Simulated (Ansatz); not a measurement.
We consider hcp Be, described by LDA (Ansatz, a program for electronic structure, plane waves, PAW).

Numerical settings: plane-wave cutoff 520 eV, 16×16×10 k mesh (along the axes of the cell as run), Fermi–Dirac smearing 0.1 eV, perturbation theory, force constants from a 4×4×2 q mesh, scalar-relativistic PAW data made under PBE.

Problem. Give the computed zero-point energy.

Solution. 
zero-point energy: 0.097 eV/atom

Computing time: around 3 core-minutes (rough).
